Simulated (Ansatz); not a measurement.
Antiferromagnetic (type II) rock-salt MnO, treated with LDA in Ansatz (plane waves, PAW).

Numerical settings: plane-wave cutoff 520 eV, 14×14×14 k mesh, perturbation theory, spin-polarised with opposed moments, scalar-relativistic PAW data made under PBE.

Cell (measured lattice):

MnO is modelled in the cubic space group Fm-3m (No. 225), the rock salt structure, Pearson symbol cF8. Lattice parameters: a = b = c = 4.440 Å, α = β = γ = 90.00°. Mn on 4a has 6 O at 2.220 Å (octahedral). O on 4b sees 6 Mn at 2.220 Å (octahedral). (Neighbours: up to the widest gap in distance over summed covalent radii, below 1.35, at either atom; cation-cation and far metal-metal contacts left out.)
(The calculation used a cell of 4 atoms; values per cell refer to that cell.)

Problem. Predict the electronic dielectric constant ε∞.

Solution. 
- electronic dielectric constant ε∞ = 9.17

Measured, for comparison: high-frequency dielectric constant 4.95 (temperature not stated, not corrected to a static lattice; as tabulated in Skone et al. (2014), arXiv:1501.03184). Computed (rounded) less measured: high-frequency dielectric constant +85 %.

Note: the run finds an imaginary mode (159i cm⁻¹), so the cell is a saddle point at this level; the cell isn't this level's own, so it is under some stress, which shifts stiffness and frequencies.

The result took around 28 core-minutes (rough).

Ansatz is an electronic-structure program.
